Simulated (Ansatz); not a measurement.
Geometry optimisation, Ansatz 0.2.0, RKS LDA/def2-SVP.

input.yaml

```yaml
crystal:
  periodic: [false, false, false]
  atoms:
    - { symbol: Al, position_ang: [0.047451, -0.433173, -0.433253] }
    - { symbol: F, position_ang: [0.164941, 0.02139, 2.400653] }
    - { symbol: H, position_ang: [1.386474, 0.29277, -0.927875] }
    - { symbol: H, position_ang: [-1.400005, 0.194316, -0.720799] }
    - { symbol: Si, position_ang: [0.140384, -2.558303, 0.56553] }
    - { symbol: H, position_ang: [-0.664123, -3.671279, -0.064743] }
    - { symbol: H, position_ang: [1.523449, -3.0942, 0.845411] }
    - { symbol: H, position_ang: [-0.494012, -2.422532, 1.956864] }
    - { symbol: H, position_ang: [-0.15276, -0.84569, 2.578411] }
basis:
  gaussian: { orbitals: def2-SVP }
hamiltonian:
  xc: lda
relax:
  f_tol: 0.03
  max_steps: 50
```

Launched with:

```bash
$ ansatz run input.yaml --threads 1 --pin off --max-ram 2048MiB --backend cpu --events-out ev --progress --plain --runs-dir out
```

Q: Where does it end, and by what steps?

A: The forces met the threshold. The force dipped under the threshold on the way, but the program's further checks kept it going. After 12 steps the energy has fallen by 0.697 eV; F2 moved furthest, 0.71 Å. Joined: Al1–F2 (2.87 → 1.94 Å).

| step | energy less start (eV) | largest force component (eV/Å) | accepted |
| --- | --- | --- | --- |
| 0 | 0.0000 | 0.865 | yes |
| 1 | -0.1950 | 0.483 | yes |
| 2 | -0.4030 | 0.509 | yes |
| 3 | -0.5663 | 0.454 | yes |
| 4 | -0.6288 | 0.458 | yes |
| 5 | -0.6289 | 0.374 | yes |
| 6 | -0.6411 | 1.031 | yes |
| 7 | -0.6383 | 0.693 | no |
| 8 | -0.6869 | 0.099 | yes |
| 9 | -0.6946 | 0.027 | yes |
| 10 | -0.6960 | 0.061 | yes |
| 11 | -0.6876 | 0.213 | no |
| 12 | -0.6970 | 0.014 | yes |

```xyz
9
Properties=species:S:1:pos:R:3
Al 0.052 -0.235 -0.121
F -0.200 -0.031 1.792
H 1.443 0.492 -0.424
H -1.351 0.197 -0.757
Si 0.202 -2.608 0.564
H -0.899 -3.615 0.341
H 1.503 -3.361 0.695
H -0.055 -2.314 2.102
H -0.144 -1.043 2.009
```

Whether the end is a true minimum wasn't checked by a vibrational analysis.

Run time: 11 s on 1 thread of Intel(R) Xeon(R) 6975P-C (Granite Rapids) (shared host), peak memory 0.15 GiB.
